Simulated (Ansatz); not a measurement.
Input file:

```yaml
crystal:
  periodic: [false, false, false]
  atoms:
    - {symbol: Ta, position_ang: [0.000000, 0.000000, 2.585200]}
    - {symbol: O, position_ang: [0.000000, 0.000000, -0.815800]}
    - {symbol: H, position_ang: [0.000000, 0.000000, -1.769400]}
basis:
  gaussian: {orbitals: def2-SVP}
magnetization: {spin_polarized: true, initial_magnetization: 0}
hamiltonian: {xc: {name: PBE}}
output: {orbitals: {seedname: orbitals}}
```

```sh
$ ansatz run in.yaml --threads 1 --pin off --events-out ev --progress --plain --max-ram 2393MiB
```

Log:

```
505 factors; their error is unknown
mean field evaluation 1: about -3590.4394 eV, gradient 4.9e1 eV
mean field evaluation 2: about -2961.0162 eV, gradient 1.4e2 eV
mean field evaluation 4: about -3597.3861 eV, gradient 3.2e1 eV
mean field evaluation 8: about -3479.6643 eV, gradient 9.2e1 eV
mean field evaluation 16: about -3602.5584 eV, gradient 1.3e-2 eV
mean field evaluation 32: about -3603.8819 eV, gradient 2.5e-1 eV
mean field evaluation 64: about -3603.3444 eV, gradient 1.5e0 eV
mean field evaluation 96: about -3603.8167 eV, gradient 9.1e-1 eV
mean field evaluation 128: about -3603.8766 eV, gradient 1.0e0 eV
mean field evaluation 160: about -3590.4394 eV, gradient 4.9e1 eV
mean field evaluation 192: about -3601.2923 eV, gradient 1.5e1 eV
mean field evaluation 224: about -3603.6863 eV, gradient 2.5e-3 eV
mean field evaluation 256: about -3603.0220 eV, gradient 2.8e-1 eV
mean field evaluation 288: about -3603.8838 eV, gradient 2.7e-1 eV
mean field evaluation 320: about -3603.9090 eV, gradient 3.2e-1 eV
mean field evaluation 352: about -3603.7767 eV, gradient 8.0e-1 eV
mean field evaluation 384: about -3603.5891 eV, gradient 1.8e-1 eV
mean field evaluation 416: about -3603.8811 eV, gradient 9.3e-2 eV
mean field evaluation 448: about -3603.3864 eV, gradient 3.1e-1 eV
mean field evaluation 480: about -3603.9183 eV, gradient 9.1e-2 eV
mean field evaluation 512: about -3603.2274 eV, gradient 4.7e0 eV
mean field evaluation 544: about -3603.9216 eV, gradient 4.1e-2 eV
mean field evaluation 576: about -3603.3000 eV, gradient 9.5e-1 eV
mean field evaluation 608: about -3603.8423 eV, gradient 4.8e-1 eV
mean field evaluation 640: about -3599.5762 eV, gradient 2.0e1 eV
mean field evaluation 672: about -3599.0284 eV, gradient 1.2e1 eV
mean field evaluation 704: about -3603.2469 eV, gradient 1.2e0 eV
mean field evaluation 736: about -3603.8195 eV, gradient 8.0e-1 eV
mean field evaluation 768: about -3603.9095 eV, gradient 1.2e-1 eV
mean field -3603.90972717 eV, -132.4412396557 hartree, gradient 1.9e-6 eV, S^2 2.040935; 37 other end points of the search recorded, 0 dependent functions left out
reference -3603.90976179 eV, -132.4412409279 hartree; 11, 11 occupied and 40, 40 virtual orbitals, 505 factors
Total energy: -3603.90976179 eV, -132.4412409279 hartree
```

Ran on 1 thread of Intel Xeon 6975P-C, shared host: 43 s wall, 0.17 GiB peak host memory.
